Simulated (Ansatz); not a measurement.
# BH3O (SMILES BO): one structure at several levels

The task here is to estimate one member of a computed series from the others.

The runs use Ansatz 0.2.0, Gaussian basis; single points in def2-TZVPP.

Correlated methods freeze the cores.

### The system as given

SMILES `BO`, 5 atoms, charge 0, spin multiplicity 1.

Atoms are counted from 1 here; the program's logs count them from 0.

Bond lengths: B1–O2 1.338 Å, B1–H3 1.174 Å, B1–H4 1.131 Å, O2–H5 1.039 Å. Angles: O2–B1–H3 106.5°, O2–B1–H4 128.4°, H3–B1–H4 124.8°, B1–O2–H5 115.6°.

Geometry (Å):

```mol
BH3O
  3D, bonds by distance, orders not assigned

  5  4  0  0  0  0  0  0  0  0999 V2000
   -0.2483   -0.3537    0.0125 B   0  0
    0.3878    0.7616    0.3895 O   0  0
   -0.7326   -0.8063    0.9819 H   0  0
   -0.2419   -0.8571   -1.0006 H   0  0
    0.9828    1.2065   -0.3362 H   0  0
  1  2  8  0
  1  3  8  0
  1  4  8  0
  2  5  8  0
M  END
```

Set-up of the first run:

run/in.yaml reads:

```yaml
crystal:
  periodic: [false, false, false]
  atoms:
    - {symbol: B, position_ang: [-0.248300, -0.353700, 0.012500]}
    - {symbol: O, position_ang: [0.387800, 0.761600, 0.389500]}
    - {symbol: H, position_ang: [-0.732600, -0.806300, 0.981900]}
    - {symbol: H, position_ang: [-0.241900, -0.857100, -1.000600]}
    - {symbol: H, position_ang: [0.982800, 1.206500, -0.336200]}
basis:
  gaussian: {orbitals: def2-TZVPP}
correlation: {method: ccsd_t}
output: {forces: true}
```

The command line of these runs was not kept.

Steps of the session up to this table: CCSD(T)/def2-TZVPP; PBE0-D4/def2-TZVPP; wB97M-V/def2-TZVPP; r2SCAN-D4/def2-TZVPP; PBE-D4/def2-TZVPP; r2SCANh-D4/def2-TZVPP; LC-wPBE/def2-TZVPP.

One of the session's tables, all rows but one given; the rest of the session is left out.

| method | RMS force component (eV/Å) | angle to CCSD(T) forces (°) | dipole (D) |
| --- | --- | --- | --- |
| CCSD(T) | 1.540 | reference | 1.83 |
| PBE0-D4 | 1.536 | 7.0 | 1.84 |
| wB97M-V | 1.518 | 4.1 | 1.87 |
| r2SCAN-D4 | 1.474 | 4.7 | 1.84 |
| PBE-D4 | 1.369 | 6.3 | 1.82 |
| r2SCANh-D4 | 1.526 | 6.2 | 1.85 |
| LC-wPBE | ? | ? | ? |

**Question.** Estimate the row for LC-wPBE.

**Answer.** RMS force component (eV/Å): 1.578; angle to CCSD(T) forces (°): 6.3; dipole (D): 1.88. In the column «RMS force component (eV/Å)» it is the highest.
